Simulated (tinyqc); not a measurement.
Worked calculation: RHF in the sto-3g basis, for OH-, spin multiplicity 1. The basis has no diffuse functions, so it cannot describe the extra electron: this is an exercise in the method, not the real anion. One step of it, computed by the program tinyqc.

Problem. Iteration 3: diagonalisation and new density. A level shift of 0.5 hartree raises the virtual space: F + shift (S - S D(s) S), with D(s) the density of one spin (D/2). Diagonalise F' = X^T F X, C = X C', fill 5 alpha and 5 beta electrons from the bottom; D = 2 C_occ C_occ^T. Each column has its largest component positive (the first on a tie).

Fock matrix F (hartree), order 1O 1s, 1O 2s, 1O 2px, 1O 2py, 1O 2pz, 2H 1s:
```
[[-19.338384, -4.965166, 0.015299, -0.005550, -0.024073, -1.393234],
 [-4.965166, -1.785144, 0.004086, -0.001482, -0.096859, -0.836701],
 [0.015299, 0.004086, 0.333287, -0.028353, -0.113970, 0.053990],
 [-0.005550, -0.001482, -0.028353, 0.265412, 0.041343, -0.019585],
 [-0.024073, -0.096859, -0.113970, 0.041343, 0.300952, -0.316141],
 [-1.393234, -0.836701, 0.053990, -0.019585, -0.316141, -0.222490]]
```

X, order 1O 1s, 1O 2s, 1O 2px, 1O 2py, 1O 2pz, 2H 1s:
```
[[1.023374, -0.136881, 0.000000, 0.000000, -0.010991, 0.026513],
 [-0.136881, 1.191709, 0.000000, 0.000000, 0.132069, -0.393699],
 [0.000000, 0.000000, 1.000000, 0.000000, 0.000000, 0.000000],
 [0.000000, 0.000000, 0.000000, 1.000000, 0.000000, 0.000000],
 [-0.010991, 0.132069, 0.000000, 0.000000, 1.102731, -0.307146],
 [0.026513, -0.393699, 0.000000, 0.000000, -0.307146, 1.267640]]
```

D after iteration 2, order 1O 1s, 1O 2s, 1O 2px, 1O 2py, 1O 2pz, 2H 1s:
```
[[2.114146, -0.493590, -0.068964, 0.025016, 0.078543, 0.015074],
 [-0.493590, 2.268852, 0.481575, -0.174691, -0.390133, -0.482045],
 [-0.068964, 0.481575, 1.756864, 0.088197, 0.626570, -0.778939],
 [0.025016, -0.174691, 0.088197, 1.968007, -0.227288, 0.282559],
 [0.078543, -0.390133, 0.626570, -0.227288, 1.041141, 0.446676],
 [0.015074, -0.482045, -0.778939, 0.282559, 0.446676, 1.218409]]
```

overlap S, order 1O 1s, 1O 2s, 1O 2px, 1O 2py, 1O 2pz, 2H 1s:
```
[[1.000000, 0.236704, 0.000000, 0.000000, 0.000000, 0.065506],
 [0.236704, 1.000000, 0.000000, 0.000000, 0.000000, 0.530172],
 [0.000000, 0.000000, 1.000000, 0.000000, 0.000000, 0.000000],
 [0.000000, 0.000000, 0.000000, 1.000000, 0.000000, 0.000000],
 [0.000000, 0.000000, 0.000000, 0.000000, 1.000000, 0.420225],
 [0.065506, 0.530172, 0.000000, 0.000000, 0.420225, 1.000000]]
```

Give: F' = X^T F X; orbital energies; coefficients C; D after iteration 3.

Solution.

F' = X^T F X (hartree):
```
[[-18.9640, -2.6593, 0.0237, -0.0086, -0.0632, -0.2424],
 [-2.6593, -0.6247, -0.0853, 0.0309, 0.2606, -0.7024],
 [0.0237, -0.0853, 0.3941, -0.0504, -0.2465, 0.2143],
 [-0.0086, 0.0309, -0.0504, 0.2734, 0.0894, -0.0777],
 [-0.0632, 0.2606, -0.2465, 0.0894, 0.7508, -0.7856],
 [-0.2424, -0.7024, 0.2143, -0.0777, -0.7856, 0.6556]]
```

orbital energies (hartree): [-19.3477, -0.6126, 0.0596, 0.2551, 0.3265, 1.8042]

coefficients C, order 1O 1s, 1O 2s, 1O 2px, 1O 2py, 1O 2pz, 2H 1s:
```
[[0.9941, -0.2328, 0.1113, 0.0000, -0.0435, 0.1010],
 [0.0263, 0.8231, -0.5872, 0.0000, 0.2788, -0.7146],
 [-0.0007, -0.0044, 0.1366, 0.3410, 0.9002, 0.2339],
 [0.0003, 0.0016, -0.0495, 0.9401, -0.3265, -0.0849],
 [0.0047, 0.0993, 0.6353, 0.0000, 0.1495, -0.9445],
 [-0.0083, 0.2877, 0.5375, 0.0000, -0.3810, 1.1576]]
```

D after iteration 3, order 1O 1s, 1O 2s, 1O 2px, 1O 2py, 1O 2pz, 2H 1s:
```
[[2.1133, -0.4859, -0.0472, 0.0171, 0.0915, 0.0023],
 [-0.4859, 2.2014, 0.3343, -0.1213, -0.4990, -0.3704],
 [-0.0472, 0.3343, 1.8906, 0.0397, 0.4419, -0.5416],
 [0.0171, -0.1213, 0.0397, 1.9856, -0.1603, 0.1965],
 [0.0915, -0.4990, 0.4419, -0.1603, 0.8717, 0.6261],
 [0.0023, -0.3704, -0.5416, 0.1965, 0.6261, 1.0337]]
```
